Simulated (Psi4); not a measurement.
Process, species as SMILES: C[SiH3] (CH3-SiH3) + [H][H] (H2) → C (CH4) + [SiH4] (SiH4)
B3LYP-D3(BJ)/def2-TZVP geometries, fixed; electronic energies without zero-point terms.
Largest species:
```
Si
H 1 1.4834
H 1 1.4834 2 108.30
H 1 1.4834 2 108.30 3 -117.24
C 1 1.8761 2 110.62 4 -121.38
H 5 1.0915 1 110.87 2 60.00
H 5 1.0915 6 108.04 1 -121.68
H 5 1.0915 6 108.04 7 -116.65
```

Effect of the integral screening threshold at M06-2X/aug-cc-pV(T+d)Z with Psi4, against the last row, where the energy of full hydrogenation is -5.92 kcal/mol.

| setting | largest shift of a total energy (mEh) | shift of the energy of full hydrogenation (kcal/mol) |
|---|---|---|
| ints_tolerance: 1e-6 | -0.002 | 0.002 |
| ints_tolerance: 1e-8 | 0.000 | 0.000 |
| ints_tolerance: 1e-10 | 0.000 | 0.000 |
| ints_tolerance: 1e-14 | 0.000 | 0.000 |

Within 0.02 kcal/mol in the energy of full hydrogenation: ints_tolerance: 1e-6; ints_tolerance: 1e-8; ints_tolerance: 1e-10. The largest shift is 0.002 mEh in a total energy and 0.002 kcal/mol in the difference.
